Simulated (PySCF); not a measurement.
# HO, SMILES `[OH]` (charge 0, multiplicity 2)

Method: PBE-D3(BJ)/def2-TZVP run with PySCF.

```
Item                                                           Value
-----------------------------  -------------------------------------
highest occupied spin orbital                               -7.15 eV
dipole moment                                              0.360 e·Å
total energy                                             -75.6820 Ha
cost                           about 9 core-seconds (a rough figure)
```

Bonds (Å): O1–H2 0.986.
Charge 0, spin multiplicity 2.
